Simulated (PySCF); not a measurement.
# N2O (nitrous oxide) at 6 levels

Aim: a comparison of 6 runs (HF/STO-3G, B3LYP/cc-pVTZ, CAM-B3LYP/cc-pVTZ, M06-L/cc-pVTZ, PBE0/cc-pVTZ, SCS-MP2/cc-pVTZ) of N2O (nitrous oxide). 

Program for the calculation: PySCF 2.14.0.

7 further runs of the same task are left out: 1 that didn't finish, 6 set aside as unsound or not needed. Runs told in other sessions of the task aren't counted.

**1. The structure to begin with**

N2O has 3 atoms, charge 0, and is taken as a singlet. As SMILES, `N#[N+][O-]`. The N2–O3 distance was set to 2.584 Å, away from the relaxed value. At this shape a bond of the SMILES string is far longer than usual.

Bond lengths: N1–N2 1.118 Å.

**2. The energy at HF/STO-3G (run 1)**

input.py reads:

```python
from pyscf import gto, scf

mol = gto.M(
    atom='N -1.145919 2.242498 -0.376106; N -0.642619 1.257698 -0.211006; O 0.520100 -1.017800 0.170700',
    basis='sto-3g',
    max_memory=1860,
    verbose=4,
    spin=0,
    charge=0,
)

mf = scf.RHF(mol)
mf.conv_tol = 1e-10
mf.kernel()
if not mf.converged:
    mf = mf.newton().run(mf.mo_coeff, mf.mo_occ)

energy = mf.e_tot
print('Final energy', energy)
```

The run is started by

```
OMP_NUM_THREADS=1 python input.py
```

The program printed:

```text
PySCF version 2.14.0

[INPUT] num. atoms = 3
[INPUT] num. electrons = 22
[INPUT] charge = 0
[INPUT] spin (= nelec alpha-beta = 2S) = 0
[INPUT] symmetry False subgroup None
[INPUT] Mole.unit = angstrom
[INPUT] Symbol           X                Y                Z      unit          X                Y                Z       unit  Magmom
[INPUT]  1 N     -1.145919000000   2.242498000000  -0.376106000000 AA   -2.165473070935   4.237707054885  -0.710737333806 Bohr   0.0
[INPUT]  2 N     -0.642619000000   1.257698000000  -0.211006000000 AA   -1.214373912442   2.376704767413  -0.398743550640 Bohr   0.0
[INPUT]  3 O      0.520100000000  -1.017800000000   0.170700000000 AA    0.982846557386  -1.923363249582   0.322576249463 Bohr   0.0

nuclear repulsion = 42.6631025375841
number of shells = 9
number of NR pGTOs = 45
number of NR cGTOs = 15
basis = sto-3g
ecp = {}

******** <class 'pyscf.scf.hf.RHF'> ********
method = RHF
initial guess = minao
damping factor = 0
level_shift factor = 0
DIIS = <class 'pyscf.scf.diis.CDIIS'>
diis_start_cycle = 1
diis_space = 8
diis_damp = 0
SCF conv_tol = 1e-10
SCF conv_tol_grad = None
SCF max_cycles = 50
direct_scf = True
direct_scf_tol = 1e-13
Set gradient conv threshold to 1e-05
Initial guess from minao.
init E= -180.787647991733
  HOMO = -0.299558565319907  LUMO = -0.277294554305978  gap/eV = 0.60583
cycle= 1 E= -180.881187352417  delta_E= -0.0935  |g|= 0.681  |ddm|=  2.8
  HOMO = -0.142183584587716  LUMO = 0.104755717112105  gap/eV = 6.71956
cycle= 2 E= -181.157645701321  delta_E= -0.276  |g|= 0.0988  |ddm|= 1.09
  HOMO = -0.416311937969276  LUMO = 0.23980436068538  gap/eV = 17.85383
cycle= 3 E= -181.164381707637  delta_E= -0.00674  |g|= 0.0331  |ddm|= 0.212
  HOMO = -0.400950340947732  LUMO = 0.248408731882662  gap/eV = 17.66996
cycle= 4 E= -181.16467603528  delta_E= -0.000294  |g|= 0.0163  |ddm|= 0.0477
  HOMO = -0.39466757266011  LUMO = 0.250808655201293  gap/eV = 17.56430
cycle= 5 E= -181.164757039007  delta_E= -8.1e-05  |g|= 0.000566  |ddm|= 0.0196
  HOMO = -0.395456151892581  LUMO = 0.250426736384847  gap/eV = 17.57537
cycle= 6 E= -181.164757253316  delta_E= -2.14e-07  |g|= 0.00013  |ddm|= 0.0013
  HOMO = -0.395503010004442  LUMO = 0.250418004894305  gap/eV = 17.57641
cycle= 7 E= -181.164757259482  delta_E= -6.17e-09  |g|= 2.75e-05  |ddm|= 0.000261
  HOMO = -0.395485872172814  LUMO = 0.250424188716418  gap/eV = 17.57611
cycle= 8 E= -181.164757259765  delta_E= -2.83e-10  |g|= 3.24e-06  |ddm|= 6.53e-05
  HOMO = -0.395488810518054  LUMO = 0.250423394364145  gap/eV = 17.57617
cycle= 9 E= -181.164757259769  delta_E= -3.98e-12  |g|= 2.67e-07  |ddm|= 7.04e-06
  HOMO = -0.395488638296893  LUMO = 0.250423375799782  gap/eV = 17.57616
Extra cycle  E= -181.164757259769  delta_E= 1.14e-13  |g|= 2.46e-07  |ddm|= 5.2e-07
converged SCF energy = -181.164757259769
Final energy -181.16475725976903
```

Wall time 0.5 s (1 thread of Arm Neoverse V2, shared host); peak memory 0.099 GiB.

**3. The energy at B3LYP/cc-pVTZ (run 2)**

run.py reads:

```python
from pyscf import gto, dft

mol = gto.M(
    atom='''
N     -2.165473     4.237707    -0.710737
N     -1.214374     2.376705    -0.398744
O      0.982847    -1.923363     0.322576
''',
    max_memory=1860,
    verbose=3,
    basis='cc-pvtz',
    unit='bohr',
)

mf = dft.RKS(mol)
mf.xc = 'b3lyp'
mf.grids.level = 5
mf.conv_tol = 1e-10
mf.kernel()
if not mf.converged:
    mf = mf.newton().run(mf.mo_coeff, mf.mo_occ)

e_tot = mf.e_tot
print('Final energy', e_tot)
```

The run is started by

```
OMP_NUM_THREADS=1 python run.py
```

The program printed:

```text
converged SCF energy = -184.565283306251
Final energy -184.56528330625108
```

Wall time 8.1 s (1 thread of Arm Neoverse V2, shared host); peak memory 0.42 GiB.

Runs 3 to 4 aren't shown in full; the table further down has their settings and results.

**4. A single-point energy at PBE0/cc-pVTZ (run 5)**

job.py reads:

```python
from pyscf import gto, dft

system = gto.M(
    atom=[
    ('N', (-1.145919, 2.242498, -0.376106)),
    ('N', (-0.642619, 1.257698, -0.211006)),
    ('O', (0.520100, -1.017800, 0.170700)),
],
    max_memory=1860,
    spin=0,
    verbose=4,
    basis='cc-pvtz',
    charge=0,
)

mf = dft.RKS(system)
mf.xc = 'pbe0'
mf.grids.level = 5
mf.conv_tol = 1e-10
mf.kernel()
if not mf.converged:
    mf = mf.newton().run(mf.mo_coeff, mf.mo_occ)

e_tot = mf.e_tot
print('E = %.10f Eh' % e_tot)
```

The run is started by

```
OMP_NUM_THREADS=1 python job.py
```

The program printed:

```text
PySCF version 2.14.0

[INPUT] num. atoms = 3
[INPUT] num. electrons = 22
[INPUT] charge = 0
[INPUT] spin (= nelec alpha-beta = 2S) = 0
[INPUT] symmetry False subgroup None
[INPUT] Mole.unit = angstrom
[INPUT] Symbol           X                Y                Z      unit          X                Y                Z       unit  Magmom
[INPUT]  1 N     -1.145919000000   2.242498000000  -0.376106000000 AA   -2.165473070935   4.237707054885  -0.710737333806 Bohr   0.0
[INPUT]  2 N     -0.642619000000   1.257698000000  -0.211006000000 AA   -1.214373912442   2.376704767413  -0.398743550640 Bohr   0.0
[INPUT]  3 O      0.520100000000  -1.017800000000   0.170700000000 AA    0.982846557386  -1.923363249582   0.322576249463 Bohr   0.0

nuclear repulsion = 42.6631025375841
number of shells = 27
number of NR pGTOs = 126
number of NR cGTOs = 90
basis = cc-pvtz
ecp = {}

******** <class 'pyscf.dft.rks.RKS'> ********
method = RKS
initial guess = minao
damping factor = 0
level_shift factor = 0
DIIS = <class 'pyscf.scf.diis.CDIIS'>
diis_start_cycle = 1
diis_space = 8
diis_damp = 0
SCF conv_tol = 1e-10
SCF conv_tol_grad = None
SCF max_cycles = 50
direct_scf = True
direct_scf_tol = 1e-13
XC library pyscf.dft.libxc version 7.0.0
    S. Lehtola, C. Steigemann, M. J.T. Oliveira, and M. A.L. Marques.,  SoftwareX 7, 1–5 (2018)
XC functionals = pbe0
radial grids:
    Treutler-Ahlrichs [JCP 102, 346 (1995); DOI:10.1063/1.469408] (M4) radial grids

becke partition: Becke, JCP 88, 2547 (1988); DOI:10.1063/1.454033
pruning grids: <function nwchem_prune>
grids dens level: 5
symmetrized grids: False
atomic radii adjust function: <function treutler_atomic_radii_adjust>
small_rho_cutoff = 0
Set gradient conv threshold to 1e-05
Initial guess from minao.
tot grids = 127208
init E= -184.359730056814
  HOMO = -0.354187330660121  LUMO = -0.336430281830508  gap/eV = 0.48319
cycle= 1 E= -184.244218990619  delta_E= 0.116  |g|= 0.527  |ddm|= 1.51
  HOMO = -0.194396274677575  LUMO = -0.172562897457908  gap/eV = 0.59412
cycle= 2 E= -179.056525172322  delta_E= 5.19  |g|= 4.22  |ddm|=  2.4
  HOMO = -0.28236439572395  LUMO = -0.201726507385246  gap/eV = 2.19427
cycle= 3 E= -184.323673554638  delta_E= -5.27  |g|= 0.37  |ddm|= 2.27
  HOMO = -0.319424564499767  LUMO = -0.216863934451268  gap/eV = 2.79082
cycle= 4 E= -184.334068966754  delta_E= -0.0104  |g|= 0.297  |ddm|= 0.225
  HOMO = -0.341678735301856  LUMO = -0.234152402179518  gap/eV = 2.92594
cycle= 5 E= -184.35012751217  delta_E= -0.0161  |g|= 0.0776  |ddm|= 0.132
  HOMO = -0.363808374913882  LUMO = -0.249601505790949  gap/eV = 3.10773
cycle= 6 E= -184.351478284776  delta_E= -0.00135  |g|= 0.00443  |ddm|= 0.0523
  HOMO = -0.362797520877158  LUMO = -0.248245164649067  gap/eV = 3.11713
cycle= 7 E= -184.351482107104  delta_E= -3.82e-06  |g|= 0.000936  |ddm|= 0.00321
  HOMO = -0.362850532498822  LUMO = -0.248306688410729  gap/eV = 3.11690
cycle= 8 E= -184.35148226587  delta_E= -1.59e-07  |g|= 0.000237  |ddm|= 0.000551
  HOMO = -0.36283745499296  LUMO = -0.248295892763736  gap/eV = 3.11683
cycle= 9 E= -184.351482276223  delta_E= -1.04e-08  |g|= 2.86e-05  |ddm|= 0.00011
  HOMO = -0.362841986763994  LUMO = -0.248300046336503  gap/eV = 3.11684
cycle= 10 E= -184.351482276393  delta_E= -1.7e-10  |g|= 3.97e-06  |ddm|= 1.74e-05
  HOMO = -0.362841106613782  LUMO = -0.24829913383876  gap/eV = 3.11685
cycle= 11 E= -184.351482276396  delta_E= -3.58e-12  |g|= 1.03e-06  |ddm|= 3.09e-06
  HOMO = -0.362841530839029  LUMO = -0.24829955433546  gap/eV = 3.11685
Extra cycle  E= -184.351482276397  delta_E= -5.12e-13  |g|= 1.23e-06  |ddm|= 2.63e-06
converged SCF energy = -184.351482276397
E = -184.3514822764 Eh
```

Wall time 8.1 s (1 thread of Arm Neoverse V2, shared host); peak memory 0.43 GiB.

**5. A single-point energy at SCS-MP2/cc-pVTZ (run 6)**

calc.py reads:

```python
from pyscf import gto, mp

system = gto.M(
    atom='''
N     -2.165473     4.237707    -0.710737
N     -1.214374     2.376705    -0.398744
O      0.982847    -1.923363     0.322576
''',
    spin=0,
    unit='bohr',
    verbose=3,
    max_memory=1860,
    basis='cc-pvtz',
)

calc0 = system.RHF()
calc0.conv_tol = 1e-10
calc0.kernel()
if not calc0.converged:
    calc0 = calc0.newton().run(calc0.mo_coeff, calc0.mo_occ)

pt = mp.MP2(calc0, frozen=3).run()
e_final = calc0.e_tot + 1.2 * pt.e_corr_os + pt.e_corr_ss / 3
print(f'total energy: {e_final:.8f} hartree')
```

The run is started by

```
OMP_NUM_THREADS=1 python calc.py
```

The program printed:

```text
converged SCF energy = -183.664882153086
E(RMP2) = -184.21182879735  E_corr = -0.546946644264604
E(SCS-RMP2) = -184.209409202252  E_corr = -0.544527049166348
total energy: -184.20940920 hartree
```

It took 1.6 s on 1 thread of Arm Neoverse V2, shared host; peak memory 0.2 GiB.

**6. All runs side by side**

```tsv
run	level	integration grid	frozen core orbitals	energy (Eh)	dipole moment (D) of the reference	HOMO energy (eV)	LUMO energy (eV)	wall time
1	HF/STO-3G	–	–	-181.164757	0.14	-10.76	6.81	0.5 s
2	B3LYP/cc-pVTZ	5	–	-184.565283	0.78	-9.54	-7.16	8.1 s
3	CAM-B3LYP/cc-pVTZ	5	–	-184.495986	0.60	-11.59	-5.46	12 s
4	M06-L/cc-pVTZ	5	–	-184.530240	1.07	-8.09	-7.80	25 s
5	PBE0/cc-pVTZ	5	–	-184.351482	0.71	-9.87	-6.76	8.1 s
6	SCS-MP2/cc-pVTZ	–	3	-184.209409	0.26	-15.60	0.24	1.6 s
```

**7. Results**

| quantity | value |
| --- | --- |
| run 6: total energy | -184.20941 Eh |
| run 6: dipole moment (Hartree–Fock density) | 0.26 D |
| run 6: HOMO energy (Hartree–Fock orbitals) | -15.60 eV |
| run 6: LUMO energy (Hartree–Fock orbitals) | 0.24 eV |
| run 6: HOMO–LUMO gap (Hartree–Fock orbitals) | 15.84 eV |
| run 6: correlation energy (3 core orbitals frozen) | -544.5 mEh |

In words: Over runs 1, 2, 3, 4, 5 the dipole moment (its size) runs from 0.14 D (HF/STO-3G) to 1.07 D (M06-L/cc-pVTZ). The two ends differ in method and basis. Over runs 1, 2, 3, 4, 5 the HOMO–LUMO gap runs from 0.29 eV (M06-L/cc-pVTZ) to 17.58 eV (HF/STO-3G). Totals of different functionals can't be ranked against each other. In run 1 the basis is minimal, so the values are rough. In all runs a closed-shell determinant meets a far-stretched bond; if it breaks into open shells, such a determinant describes it badly, and no broken-symmetry solution was shown. All runs together took 56 s, the longest 25 s.
